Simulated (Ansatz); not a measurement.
System: hcp Be. Method: PBEsol in Ansatz (plane waves, PAW).

Run with plane-wave cutoff 500 eV, 5×5×5 k mesh, Fermi–Dirac smearing 0.1 eV, cell of 36 sites, scalar-relativistic PAW data made under PBE.

Task: Estimate the vacancy formation energy and vacancy formation energy before relaxation that the calculation returns.

Result: 
- vacancy formation energy = 1.08 eV
- vacancy formation energy before relaxation = 1.09 eV

Note: energies are extrapolated to zero smearing, and mesh and cell size move such values by some hundredths of an eV or more.

Computed values are for the static lattice.

Ansatz is a quantum-chemistry and plane-wave program.
